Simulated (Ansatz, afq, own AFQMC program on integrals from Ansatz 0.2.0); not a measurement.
ZnH₂O, triplet in def2-SVP, levels against CCSDT(Q)

```xyz
4

Zn    0.0263   -0.0388    0.8833
O    -0.1210    0.2879   -3.3686
H     0.3722   -0.3716   -3.8683
H    -0.1580   -1.6829    0.0152
```

Connectivity, by distances: ZnH ··· OH.

Basis def2-SVP. Noble-gas cores (and the filled d shells of Ga–Kr and In–Xe) are frozen. Ansatz 0.2.0 and our own AFQMC program on the same integrals; the CISD trial comes from CCSD amplitudes, and released means the phaseless constraint is let go. Error bars are statistical, one sigma. The metal's outer-core s and p shells are frozen, which shifts wave-function levels against functionals.

Determinant: UHF, the one that the program's search chose, which needn't be the lowest solution. The geometry is a point of a scan.

No full CI on the walks' own integrals is used here; CCSDT(Q) serves as the reference and is uncertain by about the last step of the cluster series.

Cautions: no relativity below Rb; outer-core shells of the metal frozen; lower spins were not checked; higher spins were not checked.

```
T1 diagnostic                               : 0.0139
weight of the determinant in the CISD state : 0.888
⟨S²⟩ of the determinant                     : 2.042
size of the correlated space                : 20 electrons in 45 orbitals
```

| level | correlation energy (eV) |
| --- | --- |
| MP2 | -11.9254 |
| CCSD | -12.0564 |
| CCSD(T) | -12.3094 |

Problem. Estimate where phaseless AFQMC with a CISD trial lies against CCSD(T) on the same integrals.

Solution. 1.7 ± 0.5 kJ/mol above CCSD(T).

Reference: CCSDT(Q), correlation energy -12.286 eV. The released energy is read at 0.99 1/Eh, later times being too noisy (meV from the phaseless value at times in 1/Eh: 7 ± 6 at 0.24, 6 ± 4 at 0.51, 7 ± 5 at 0.99, -18 ± 10 at 1.50).

| level | E − E(reference) (kJ/mol) | share of correlation (%) |
| --- | --- | --- |
| CCSD(T) | -2.3 | 100.19 |
| CCSDT | -1.9 | 100.16 |
| ph-AFQMC/HF | -1.4 ± 3.0 | 100.11 |
| ph-AFQMC/CISD | -0.6 ± 0.5 | 100.05 |
| released AFQMC | 0.1 ± 0.5 | 99.99 |

Released energies are given only where the last usable release times agree within the noise; a slower fall can still hide under it.
